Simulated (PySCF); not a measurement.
C3H6, SMILES C=CC. Atoms are numbered in the order given.

```xyz
9

C     -0.1639    -1.2317     0.0000
C      0.4552     0.1304     0.0000
C     -0.2201     1.2827     0.0000
H      0.1526    -1.8115     0.8823
H      0.1526    -1.8115    -0.8823
H     -1.2615    -1.1759     0.0000
H      1.5509     0.1619     0.0000
H     -1.3132     1.3017     0.0000
H      0.2912     2.2463     0.0000
```

Geometry optimised at PBE-D3(BJ)/def2-TZVP.

Calculation: PBE-D3(BJ)/def2-TZVP in PySCF.

Frequencies are harmonic and unscaled.

```tsv
mode	ν (cm⁻¹)	IR (km/mol)	moving atoms (share of kinetic energy)
1	204	0.6	H 86 %, C 14 %
2	412	1.1	C 52 %, H 48 %
3	572	13.3	H 83 %, C 17 %
4	898	44.1	H 73 %, C 27 %
5	913	0.5	H 51 %, C 49 %
6	915	7.0	H 72 %, C 28 %
7	991	12.4	H 96 %
8	1028	1.9	H 61 %, C 39 %
9	1156	0.3	H 50 %, C 50 %
10	1286	0.1	H 80 %, C 20 %
11	1352	3.0	H 81 %, C 19 %
12	1399	1.1	H 83 %, C 17 %
13	1425	8.0	H 96 %
14	1440	16.7	H 94 %
15	1664	16.0	C 86 %, H 14 %
16	2956	22.2	H 97 %
17	3005	14.7	H 91 %, C 9 %
18	3039	4.4	H 91 %, C 9 %
19	3061	33.1	H 93 %
20	3066	3.5	H 93 %
21	3151	15.6	H 90 %, C 10 %
```
